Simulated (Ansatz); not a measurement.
**AgAs: from a trial structure to a relaxed crystal**

Method: DFT PBE, scalar-relativistic, plane waves, PAW in Ansatz 0.2.0.

The start puts AgAs on the rock salt structure type (Fm-3m, No. 225), with Ag in place of Na, As in place of Cl, at a guessed volume.

The final relaxation ran on this input, with the default PAW datasets:

```yaml
crystal:
  lattice:
    - [0.0, 2.6813710986, 2.6813710986]
    - [2.6813710986, 0.0, 2.6813710986]
    - [2.6813710986, 2.6813710986, 0.0]
  atoms:
    - { symbol: Ag, position: [0.0, 0.0, 0.0] }
    - { symbol: As, position: [0.5, 0.5, 0.5] }
basis:
  ecutwfc: 420
kpoints:
  mp_grid: { grid: [18, 18, 18] }
hamiltonian:
  xc: pbe
scf:
  occupations: { method: gaussian, width: 0.1 }
output:
  forces: true
  stress: true
  eigenvalues: true
relax:
  adjacent_minimum: "off"
  f_tol: 0.01
  max_steps: 80
  cell: { stress_tol: 0.05 }
```

Launched as:

```bash
ansatz run input.yaml --threads 1 --pin off --max-ram 2560MiB --backend cpu --events-out ev --progress --plain --runs-dir out
```

Time: 20 s on 1 thread of Intel(R) Xeon(R) 6975P-C (Granite Rapids) (shared host), peak memory 0.51 GiB.

End of the output:

```
SCF converged after 7 iterations
Free energy (F): -12446.111977 eV
Harris-Foulkes:  -12446.111977 eV  (|F-HF|=0.00e0)
Internal energy: -12446.106466 eV  (E = F + TS)
E sigma→0 (E₀):  -12446.109222 eV
Entropy (-TS):   -0.005511 eV (-2.755 meV/atom)
Fermi energy:    12.470049 eV
--- Per-component energies (eV) ---
  E_band       = -526.736197
  E_kinetic    = 628.284561
  E_local      = -4146.948615  (includes V_loc(G=0)·N_el)
  E_nonlocal   = -591.082081
  E_hartree    = 2037.127065
  E_xc         = -263.467661
  E_vxc        = -313.321727  (∫ρ·V_xc dr)
  E_paw        = -5736.203900  (= ΣΔE_a)
  E_vpaw       = -177.922734  (= ΣTr[D̂ρ^β])
  E_aug_tail   = 0.000316  (compensation charges beyond the density's cutoff)
  E_ewald      = -4373.816152
  E_smearing   = -0.005511  (= −TS)
  E_closure    =  0.000000  (closes the sum)
  Σ components = -12446.111977   (vs F -12446.111977, Δ=0.00e0)
--- Forces (eV/Å), atoms counted from 1 ---
  atom   1  Ag     0.00000000     0.00000000     0.00000000
  atom   2  As     0.00000000     0.00000000     0.00000000
  max |Σ_I F_I| component: 1.04e-29 eV/Å
--- Stress (GPa, compression-positive) ---
       -0.004161       0.000000       0.000000
        0.000000      -0.004161       0.000000
        0.000000       0.000000      -0.004161
  P = ⅓ Tr σ = -0.0042 GPa (-0.042 kbar)
--- Relaxed structure (4 steps of the walk, 4 accepted, 1 SCFs on fresh bases) ---
  F+E_penalty+E_count = -12446.11197714 eV   max|allowed force component| = 2.695e-30 eV/Å   (the final SCF, on the basis selected at the relaxed cell)
  cell:  # Å, volume = 40.3619 Å³
    - [0.000000, 2.722580, 2.722580]
    - [2.722580, 0.000000, 2.722580]
    - [2.722580, 2.722580, 0.000000]
  atoms:
    - { symbol: Ag, position: [0.000000, 0.000000, 0.000000] }
    - { symbol: As, position: [0.500000, 0.500000, 0.500000] }
```

Total energies depend on the potentials used, so only differences within one code and one set of settings carry meaning.

The result has space group Fm-3m (No. 225). Ag is coordinated by 6 As at 2.72 Å; As has 6 Ag at 2.72 Å.

Against the elements it lies at 0.29 eV/atom. Formation energies are uncorrected and refer to the elements' standard structures at the same level.

For metals, differences of a few meV/atom aren't resolved.

A structure relaxed within its symmetry needn't be a true minimum.